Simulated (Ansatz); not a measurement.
Cost and result for the atomization energy of AlS, SMILES `[Al]=[S]` radical (2 atoms, 1 bond).

The species carries charge 0 and has multiplicity 2. Geometry: relaxed with PBE0-D4/def2-TZVP. Program: Ansatz. All runs use 2 threads of an AMD EPYC 7R13 on a shared host. Times are those of one run each, without the atoms' runs, and a repeat can differ threefold. Electronic energies, without spin–orbit coupling; frozen cores. CCSD(T)/CBS extrapolates def2-TZVPP and def2-QZVPP, and its time is that of the two runs behind it. T1 = 0.026; ⟨S²⟩ of the reference is 0.77. HSE06 is the plane-wave form, built on full-range PBE exchange.

CCSD(T)/CBS is a level of theory with its own doubt, some kJ/mol a heavy atom from the limit and from the frozen cores, so smaller differences don't rank the functionals.

| level | functions | wall time | atomization (kcal/mol) | difference from CCSD(T)/CBS | per bond |
| --- | --- | --- | --- | --- | --- |
| CCSD(T)/def2-SVP | 36 | 1.3 s | 85.1 | -13.2 | -13.2 |
| PBE0-D4/def2-TZVPP | 84 | 1.5 s | 98.5 | 0.2 | 0.2 |
| HSE06-D4/def2-TZVPP | 84 | 1.5 s | 98.8 | 0.5 | 0.5 |
| revPBE-D4/def2-TZVPP | 84 | 1.8 s | 100.4 | 2.1 | 2.1 |
| BHLYP-D4/def2-TZVPP | 84 | 2.4 s | 89.9 | -8.4 | -8.4 |
| PBE-QIDH/def2-TZVPP | 84 | 2.5 s | 96.8 | -1.5 | -1.5 |
| r2SCANh-D4/def2-TZVPP | 84 | 2.5 s | 100.9 | 2.6 | 2.6 |
| CAM-B3LYP-D4/def2-TZVPP | 84 | 3.1 s | 93.6 | -4.7 | -4.7 |
| B2PLYP/def2-TZVPP | 84 | 4.5 s | 95.4 | -2.9 | -2.8 |
| CCSD(T)/def2-TZVPP | 84 | 5 s | 91.4 | -6.9 | -6.8 |
| ωB97X-V/def2-TZVPP | 84 | 6 s | 96.4 | -1.9 | -1.9 |
| CCSD(T)/def2-QZVPP | 140 | 18 s | 95.4 | -2.9 | -2.8 |
| CCSD(T)/CBS(def2) | – | 23 s | 98.3 | 0.0 | 0.0 |

At CCSD(T), def2-SVP lies −13.2 kcal/mol from the extrapolated value and def2-TZVPP −6.8 kcal/mol: correlation converges slowly with the basis, and small sets miss more of it in the bonded molecule than in its fragments. From r2SCAN to r2SCAN0 (25 % exact exchange), in def2-TZVPP and without D4, the atomization energy moves by −5.6 kcal/mol: exact exchange takes away binding that semilocal exchange gives to molecules. In def2-TZVPP, CCSD(T) changes the Hartree–Fock value by +33.3 kcal/mol (the triples alone add +5.8 kcal/mol) and MP2 by +40.1 kcal/mol; breaking electron pairs costs correlation energy, which Hartree–Fock lacks.
